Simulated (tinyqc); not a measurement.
Inside a calculation. Method: CISD on RHF in the sto-3g basis, frozen core, for HF, spin multiplicity 1. One step of it, computed by the program tinyqc.

Problem. CISD: roots. Diagonalise (each vector has its largest component positive (the first on a tie)); all determinants have Ms = 0, so triplets appear too. The lowest singlet root is the correlation energy.

Occupation strings over the orbitals (2 doubly, a alpha, b beta, 0 empty; spin orbitals ordered 1a 1b 2a 2b ...): 222220 22a22b 2a222b 22b22a 2b222a 222202 222022 220222 2ab222 2ba222 202222

H - E(HF) between determinants (hartree):
```
           222220     22a22b     2a222b     22b22a     2b222a     222202     222022     220222
222220   0.000000   0.000000   0.000000   0.000000   0.000000   0.029792   0.029792   0.215538
22a22b   0.000000   0.501642  -0.010125  -0.215538  -0.043333   0.020346   0.020346   0.079411
2a222b   0.000000  -0.010125   1.293116  -0.043333  -0.092328   0.032800   0.032800  -0.087266
22b22a   0.000000  -0.215538  -0.043333   0.501642  -0.010125  -0.020346  -0.020346  -0.079411
2b222a   0.000000  -0.043333  -0.092328  -0.010125   1.293116  -0.032800  -0.032800   0.087266
222202   0.029792   0.020346   0.032800  -0.020346  -0.032800   0.994794   0.053770   0.038622
222022   0.029792   0.020346   0.032800  -0.020346  -0.032800   0.053770   0.994794   0.038622
220222   0.215538   0.079411  -0.087266  -0.079411   0.087266   0.038622   0.038622   1.078169
2ab222  -0.043333   0.087266  -0.193675  -0.033126   0.068581   0.032635   0.032635   0.086491
2ba222   0.043333  -0.033126   0.068581   0.087266  -0.193675  -0.032635  -0.032635  -0.086491
202222   0.092328   0.068581   0.041067  -0.068581  -0.041067   0.187152   0.187152   0.143389

           2ab222     2ba222     202222
222220  -0.043333   0.043333   0.092328
22a22b   0.087266  -0.033126   0.068581
2a222b  -0.193675   0.068581   0.041067
22b22a  -0.033126   0.087266  -0.068581
2b222a   0.068581  -0.193675  -0.041067
222202   0.032635  -0.032635   0.187152
222022   0.032635  -0.032635   0.187152
220222   0.086491  -0.086491   0.143389
2ab222   1.886419  -0.143389   0.105187
2ba222  -0.143389   1.886419  -0.105187
202222   0.105187  -0.105187   2.837102
```

Give: lowest roots of this matrix, relative to E(HF); lowest vectors; <S^2> of these roots; weight of the ground state by excitation level 0, 1, 2, ....

Solution.

lowest roots of this matrix, relative to E(HF) (hartree): -0.048  0.281  0.673  0.941  0.971  1.113  1.175  1.328

lowest vectors:
```
        root 1  root 2  root 3  root 4
222220   0.980   0.000  -0.069   0.000
22a22b   0.019   0.706   0.679   0.000
2a222b  -0.005   0.038  -0.081   0.000
22b22a  -0.019   0.706  -0.679   0.000
2b222a   0.005   0.038   0.081   0.000
222202  -0.018   0.000  -0.013   0.707
222022  -0.018   0.000  -0.013  -0.707
220222  -0.191   0.000  -0.231   0.000
2ab222   0.028  -0.023  -0.062   0.000
2ba222  -0.028  -0.023   0.062   0.000
202222  -0.022   0.000  -0.014   0.000
```

<S^2> of these roots: 0.000  2.000  0.000  0.000  0.000  0.000  2.000  0.000

weight of the ground state by excitation level 0, 1, 2, ...: 0.960  0.001  0.039

With one virtual orbital singles and doubles already span the full space.
